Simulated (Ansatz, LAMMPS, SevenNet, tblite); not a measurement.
**How well does each level of theory give the elastic constant C66 of wurtzite CdS?**

Reference value: 16.3 GPa (measured, temperature not stated, no zero-point or thermal correction; as tabulated in Oses et al. (2018), arXiv:1811.08464).

Question: What do ionic model fan2014, GFN1-xTB, SevenNet-l3i5, LDA, PBE, r²SCAN, B3LYP (VWN-RPA form), PBE0, Hartree–Fock give, and how far is each from the reference?

Answer: 
```
level (code)                              value (GPa)  cell (Å³/atom)  difference (%)
----------------------------------------  -----------  --------------  --------------
ionic model fan2014 (rigid ions, LAMMPS)         14.6           24.49           -10.4
GFN1-xTB (tblite)                                9.90           27.19             -39
SevenNet-l3i5                                    14.6           26.23           -10.4
LDA (Ansatz)                                     17.5           23.85            +7.4
PBE (Ansatz)                                     16.7           26.03            +2.5
r²SCAN (Ansatz)                                  16.2           25.40            -0.6
B3LYP (VWN-RPA form) (Ansatz)                    18.8           26.63           +15.3
PBE0 (Ansatz)                                    18.1           25.44           +11.0
Hartree–Fock (Ansatz)                            20.1           27.52             +23
```

The reference's temperature isn't stated, so close values are not ranked against it. Off by more than 25 %, or 35 % on the side where a correction would as a rule narrow the miss (bounds picked here): GFN1-xTB (-39 %).

The measured value isn't corrected to a static lattice, so vibrations enter the comparison.  GFN1-xTB: the method was fitted mainly to molecules. GFN1-xTB: the run uses a supercell at the zone centre in place of a k mesh. Each level is taken at its own relaxed cell. Cutoffs and k meshes differ between the levels. Ansatz's density-functional and Hartree–Fock values are scalar-relativistic unless marked +SOC, with PAW data made under PBE.

Empirical potentials (ionic model fan2014) are fitted to chosen data: where that held the value shown, agreement is built in, and what lay outside the fit can be far off. Machine-learned potentials (SevenNet-l3i5) are trained on DFT data: a solid inside that data is no test of them.

Differences are worked out from the printed values.

Ansatz is a quantum-chemistry and plane-wave program.
